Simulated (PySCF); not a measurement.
Ionisation energy of Mg by level of theory

Mg [Ne] 3s2 (1S) → Mg⁺ [Ne] 3s1 (2S), as a difference of total energies. All numbers are calculated (PySCF 2.14, the non-relativistic Hamiltonian (point nucleus), in aug-cc-pVDZ (5s4p2d, 27 functions)). Correlated levels: valence: [Ne] frozen. The calculations carry no spin-orbit coupling.

| method | ionisation energy (eV) |
| --- | --- |
| UHF | 6.624 |
| r2SCAN | 7.392 |
| M06-2X | 7.783 |
| MP2 (valence) | 7.214 |
| SCS-MP2 (valence) | 7.332 |
| CCSD (valence) | 7.520 |

**Question.** How much does correlation contribute at MP2 (valence)?

**Answer.** 7.214 − (6.624) = 0.590 eV, measured against UHF.

Errors of the correlated levels include the incompleteness of this basis and the frozen core.

With two correlated electrons CCSD is exact in that space.

For comparison: 7.646 eV (measured; NIST Atomic Spectra Database, ionization energies).
